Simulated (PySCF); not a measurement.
Isomers of C3H3Cl, one conformer each; single-point electronic energies without zero-point terms and without any empirical dispersion term.

Level: wB97X-D/pcSseg-2 in PySCF, non-relativistic, each on one gas-phase PBE0-D3(BJ)/def2-TZVP geometry that isn't relaxed in the solvent. The solvent is an IEF-PCM continuum (Bondi radii, 1.10 Å for H, scaled by 1.2). Only the electrostatic response of the medium enters.

| isomer | relative energy, gas (kcal/mol) | dipole (D) |
| --- | --- | --- |
| `C=C=CCl` | 0.0 | 1.77 |
| `C(Cl)C#C` | 3.3 | 1.78 |

Q: How do the relative energies look in chloroform (ε = 4.711)?

A: 
```csv
isomer,"relative energy, solvent (kcal/mol)",E(solvent) − E(gas) (kcal/mol),dipole in solvent (D)
`C=C=CCl`,0.0,-1.9,2.20
`C(Cl)C#C`,2.0,-3.2,2.16
```

The order is unchanged. `C(Cl)C#C` gains most from the continuum, and it has the largest gas-phase dipole. The gains span 1.3 kcal/mol, the gas-phase energies 3.3 kcal/mol.
